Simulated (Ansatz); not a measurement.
# B₂H₂ (triplet): RPA-PBE over vertical spin and charge gaps, cc-pVDZ

How well do these functionals follow the top wave-function level for B₂H₂ (triplet) over vertical spin and charge gaps?

Computed with Ansatz 0.2.0, Gaussian basis. Level: cc-pVDZ, all electrons in the functionals, frozen cores in the correlation of double hybrids and RPA.

Plan: RPA-PBE, at charge 0, triplet; charge 0, singlet; charge 0, quintet; charge 1, doublet; charge 1, quartet.

4 further runs of the same task are left out: 4 set aside as unsound or not needed.

## 1. The geometry

The geometry is a PBE0/def2-TZVP stationary point (not a proven minimum).

4 atoms, charge 0, spin multiplicity 3.

Atoms are counted from 1 here; the program's logs count them from 0.

Bond lengths: B1–B2 1.585 Å, B1–H3 1.197 Å, B1–H4 1.197 Å. Angles: B2–B1–H3 118.9°, B2–B1–H4 118.9°, H3–B1–H4 122.2°.

No dispersion term is added.

The geometry shown and the zero of energy belong to the point charge 0, triplet. The yardstick, UCCSDTQ, and other wave-function levels (R restricted, U unrestricted, valence and pair active spaces) come from earlier runs.

## 2. RPA-PBE, charge 0, triplet

Contents of in.yaml:

```yaml
crystal:
  periodic: [false, false, false]
  atoms:
    - {symbol: B, position_ang: [0.000000, 0.000000, 0.675628]}
    - {symbol: B, position_ang: [0.000000, 0.000000, -0.909454]}
    - {symbol: H, position_ang: [0.000000, 1.047868, 1.253990]}
    - {symbol: H, position_ang: [0.000000, -1.047868, 1.253990]}
basis:
  gaussian: {orbitals: cc-pVDZ}
magnetization: {spin_polarized: true, initial_magnetization: 2}
hamiltonian: {xc: {name: PBE}}
correlation: {method: rpa, electrons: outside_noble_gas}
```

Run with:

```console
> ansatz run in.yaml --threads 1 --pin off --events-out ev --progress --plain --max-ram 2816MiB --backend cpu
```

What it wrote:

```text
Functional definition: PBE
  name "PBE"
  cite "Perdew, Burke & Ernzerhof, Phys. Rev. Lett. 77, 3865 (1996) doi:10.1103/PhysRevLett.77.3865"
  parent pbe
  parameter kappa = 0.804
  parameter beta = 0.06672455060314922
  exchange = pbe_x(kappa = kappa, mu = beta*pi^2/3)
  correlation = pbe_c(beta = beta)
350 factors; integrals over basis functions are off by at most 7.4e-4 eV
mean field evaluation 1: about -1374.0867 eV, gradient 2.1e1 eV
mean field evaluation 2: about -1374.0841 eV, gradient 2.1e1 eV
mean field evaluation 4: about -1377.2483 eV, gradient 6.7e0 eV
mean field evaluation 8: about -1377.6527 eV, gradient 4.6e-2 eV
mean field evaluation 16: about -1377.6527 eV, gradient 1.3e-6 eV
mean field evaluation 32: about -1361.1785 eV, gradient 2.0e1 eV
mean field -1377.65270883 eV, -50.6278032431 hartree, gradient 1.3e-6 eV, S^2 2.003561; 2 other end points of the search recorded, 0 dependent functions left out
2 core orbitals not correlated: weight in the atoms' cores, before any rotation towards them, 1.000 or more for the frozen orbitals, at most 0.000 for the correlated occupied ones
reference -1370.73398818 eV, -50.3735449489 hartree; 5, 3 occupied and 31, 33 virtual orbitals, 350 factors
Total energy: -1378.15063094 eV, -50.6461015430 hartree
```

It took 0.79 s on 1 thread of AMD EPYC 7R13, shared host.

From the report: ⟨S²⟩ of the determinant 2.004 (pure triplet: 2.00).

## 3. RPA-PBE, charge 0, singlet

in.yaml: that of step 2 with these lines changed.

```diff
@@ -9,3 +9,3 @@
   gaussian: {orbitals: cc-pVDZ}
-magnetization: {spin_polarized: true, initial_magnetization: 2}
+magnetization: {spin_polarized: true, initial_magnetization: 0}
 hamiltonian: {xc: {name: PBE}}
```

Same command.

What it wrote:

```text
Functional definition: PBE
  name "PBE"
  cite "Perdew, Burke & Ernzerhof, Phys. Rev. Lett. 77, 3865 (1996) doi:10.1103/PhysRevLett.77.3865"
  parent pbe
  parameter kappa = 0.804
  parameter beta = 0.06672455060314922
  exchange = pbe_x(kappa = kappa, mu = beta*pi^2/3)
  correlation = pbe_c(beta = beta)
350 factors; integrals over basis functions are off by at most 7.4e-4 eV
mean field evaluation 1: about -1365.5446 eV, gradient 3.4e1 eV
mean field evaluation 2: about -1365.5427 eV, gradient 3.4e1 eV
mean field evaluation 4: about -1373.6169 eV, gradient 1.9e1 eV
mean field evaluation 8: about -1374.0178 eV, gradient 1.2e1 eV
mean field evaluation 16: about -1376.3551 eV, gradient 2.5e0 eV
mean field evaluation 32: about -1377.3403 eV, gradient 3.1e-3 eV
mean field evaluation 64: about -1377.3395 eV, gradient 2.8e-2 eV
mean field evaluation 96: about -1376.3272 eV, gradient 2.5e-3 eV
mean field evaluation 128: about -1377.3033 eV, gradient 1.3e-3 eV
mean field evaluation 160: about -1377.0160 eV, gradient 4.0e0 eV
mean field evaluation 192: about -1350.3726 eV, gradient 2.3e1 eV
mean field evaluation 224: about -1376.3274 eV, gradient 1.8e-6 eV
mean field -1377.34033420 eV, -50.6163236869 hartree, gradient 1.7e-8 eV, S^2 1.004683; 11 other end points of the search recorded, 0 dependent functions left out
2 core orbitals not correlated: weight in the atoms' cores, before any rotation towards them, 1.000 or more for the frozen orbitals, at most 0.000 for the correlated occupied ones
reference -1370.20909295 eV, -50.3542554049 hartree; 4, 4 occupied and 32, 32 virtual orbitals, 350 factors
Total energy: -1377.83109081 eV, -50.6343586599 hartree
```

It took 6 s on 1 thread of AMD EPYC 7R13, shared host.

From the report: ⟨S²⟩ of the determinant 1.005 (pure singlet: 0.00). The determinant is far from a pure spin state, so its energy mixes those of several spin states (harmless only where they are near-degenerate, as at dissociation).

From charge 0, triplet: +0.320 eV.

## 4. RPA-PBE, charge 0, quintet

in.yaml: that of step 3 with these lines changed.

```diff
@@ -9,3 +9,3 @@
   gaussian: {orbitals: cc-pVDZ}
-magnetization: {spin_polarized: true, initial_magnetization: 0}
+magnetization: {spin_polarized: true, initial_magnetization: 4}
 hamiltonian: {xc: {name: PBE}}
```

Same command.

What it wrote:

```text
Functional definition: PBE
  name "PBE"
  cite "Perdew, Burke & Ernzerhof, Phys. Rev. Lett. 77, 3865 (1996) doi:10.1103/PhysRevLett.77.3865"
  parent pbe
  parameter kappa = 0.804
  parameter beta = 0.06672455060314922
  exchange = pbe_x(kappa = kappa, mu = beta*pi^2/3)
  correlation = pbe_c(beta = beta)
350 factors; integrals over basis functions are off by at most 7.4e-4 eV
mean field evaluation 1: about -1370.4055 eV, gradient 1.4e1 eV
mean field evaluation 2: about -1370.4034 eV, gradient 1.4e1 eV
mean field evaluation 4: about -1372.5200 eV, gradient 5.3e0 eV
mean field evaluation 8: about -1372.7480 eV, gradient 9.3e-2 eV
mean field evaluation 16: about -1372.7480 eV, gradient 9.5e-6 eV
mean field evaluation 32: about -1372.0766 eV, gradient 1.4e-6 eV
mean field evaluation 64: about -1371.5048 eV, gradient 9.6e0 eV
mean field -1372.74802841 eV, -50.4475595620 hartree, gradient 3.7e-6 eV, S^2 6.002701; 7 other end points of the search recorded, 0 dependent functions left out
2 core orbitals not correlated: weight in the atoms' cores, before any rotation towards them, 1.000 or more for the frozen orbitals, at most 0.000 for the correlated occupied ones
reference -1366.45994257 eV, -50.2164766695 hartree; 6, 2 occupied and 30, 34 virtual orbitals, 350 factors
Total energy: -1373.20559795 eV, -50.4643749324 hartree
```

Run time: 2 s. Hardware: 1 thread of AMD EPYC 7R13, shared host.

From the report: ⟨S²⟩ of the determinant 6.003 (pure quintet: 6.00).

From charge 0, triplet: +4.945 eV.

## 5. RPA-PBE, charge 1, doublet

in.yaml: that of step 4 with these lines changed.

```diff
@@ -9,3 +9,4 @@
   gaussian: {orbitals: cc-pVDZ}
-magnetization: {spin_polarized: true, initial_magnetization: 4}
+total_charge: 1
+magnetization: {spin_polarized: true, initial_magnetization: 1}
 hamiltonian: {xc: {name: PBE}}
```

The command is unchanged.

What it wrote:

```text
Functional definition: PBE
  name "PBE"
  cite "Perdew, Burke & Ernzerhof, Phys. Rev. Lett. 77, 3865 (1996) doi:10.1103/PhysRevLett.77.3865"
  parent pbe
  parameter kappa = 0.804
  parameter beta = 0.06672455060314922
  exchange = pbe_x(kappa = kappa, mu = beta*pi^2/3)
  correlation = pbe_c(beta = beta)
350 factors; integrals over basis functions are off by at most 7.4e-4 eV
mean field evaluation 1: about -1356.1598 eV, gradient 3.4e1 eV
mean field evaluation 2: about -1356.1567 eV, gradient 3.4e1 eV
mean field evaluation 4: about -1365.7788 eV, gradient 1.7e1 eV
mean field evaluation 8: about -1368.2082 eV, gradient 1.5e-1 eV
mean field evaluation 16: about -1368.2085 eV, gradient 4.4e-6 eV
mean field evaluation 32: about -1367.2150 eV, gradient 4.6e-3 eV
mean field evaluation 64: about -1327.5369 eV, gradient 3.9e1 eV
mean field -1368.20851828 eV, -50.2807356417 hartree, gradient 4.3e-6 eV, S^2 0.752400; 5 other end points of the search recorded, 0 dependent functions left out
2 core orbitals not correlated: weight in the atoms' cores, before any rotation towards them, 1.000 or more for the frozen orbitals, at most 0.000 for the correlated occupied ones
reference -1362.27114389 eV, -50.0625411572 hartree; 4, 3 occupied and 32, 33 virtual orbitals, 350 factors
Total energy: -1368.90785932 eV, -50.3064359508 hartree
```

Run time: 1.9 s. Hardware: 1 thread of AMD EPYC 7R13, shared host.

From the report: ⟨S²⟩ of the determinant 0.752 (pure doublet: 0.75).

From charge 0, triplet: +9.243 eV.

## 6. RPA-PBE, charge 1, quartet

in.yaml: that of step 5 with these lines changed.

```diff
@@ -10,3 +10,3 @@
 total_charge: 1
-magnetization: {spin_polarized: true, initial_magnetization: 1}
+magnetization: {spin_polarized: true, initial_magnetization: 3}
 hamiltonian: {xc: {name: PBE}}
```

The command is unchanged.

What it wrote:

```text
Functional definition: PBE
  name "PBE"
  cite "Perdew, Burke & Ernzerhof, Phys. Rev. Lett. 77, 3865 (1996) doi:10.1103/PhysRevLett.77.3865"
  parent pbe
  parameter kappa = 0.804
  parameter beta = 0.06672455060314922
  exchange = pbe_x(kappa = kappa, mu = beta*pi^2/3)
  correlation = pbe_c(beta = beta)
350 factors; integrals over basis functions are off by at most 7.4e-4 eV
mean field evaluation 1: about -1362.0491 eV, gradient 2.0e1 eV
mean field evaluation 2: about -1362.0462 eV, gradient 2.0e1 eV
mean field evaluation 4: about -1362.9486 eV, gradient 1.4e1 eV
mean field evaluation 8: about -1365.1056 eV, gradient 2.6e-1 eV
mean field evaluation 16: about -1365.1064 eV, gradient 6.3e-6 eV
mean field evaluation 32: about -1364.6091 eV, gradient 5.6e0 eV
mean field -1365.10635666 eV, -50.1667333051 hartree, gradient 5.6e-6 eV, S^2 3.753783; 5 other end points of the search recorded, 0 dependent functions left out
2 core orbitals not correlated: weight in the atoms' cores, before any rotation towards them, 1.000 or more for the frozen orbitals, at most 0.000 for the correlated occupied ones
reference -1358.84422642 eV, -49.9366042631 hartree; 5, 2 occupied and 31, 34 virtual orbitals, 350 factors
Total energy: -1365.65153066 eV, -50.1867680797 hartree
```

It took 1.3 s on 1 thread of AMD EPYC 7R13, shared host.

From the report: ⟨S²⟩ of the determinant 3.754 (pure quartet: 3.75).

From charge 0, triplet: +12.499 eV.

## 7. Against the wave-function levels

The yardstick is UCCSDTQ, where the cluster series has nearly closed. It comes from earlier runs at the same points. Energies in eV, counted from charge 0, triplet; blanks weren't run or aren't comparable.

| level | triplet to quintet | ionisation to the doublet cation | ionisation to the quartet cation |
| --- | --- | --- | --- |
| UCCSDTQ | 4.977 | 9.120 | 12.688 |
| RPA-PBE | 4.945 | 9.243 | 12.499 |

Largest miss and mean time a point (UCCSDTQ took 35 s a point; shared hosts):

| level | largest miss (eV) | where | time a point |
| --- | --- | --- | --- |
| RPA-PBE | -0.189 | ionisation to the quartet cation | 2.4 s |

## 8. Summary of results

| quantity | value |
| --- | --- |
| triplet to quintet, UCCSDTQ | 4.977 eV |
| ionisation to the doublet cation, UCCSDTQ | 9.120 eV |
| ionisation to the quartet cation, UCCSDTQ | 12.688 eV |
| largest miss, RPA-PBE | -0.189 eV (ionisation to the quartet cation) |

In words: Misses are known at 3 of 4 points at best, and only functionals with that many are ranked. RPA-PBE strays by up to 0.189 eV, at ionisation to the quartet cation. RPA-PBE clearly breaks the spin symmetry at some points (⟨S²⟩ up to 1.00 above the pure value), so energy there is bought with a mixed spin. Functionals and the yardstick converge differently with the basis, so part of each miss in cc-pVDZ is the basis. The program flags that the yardstick's amplitudes may have other solutions at some points.
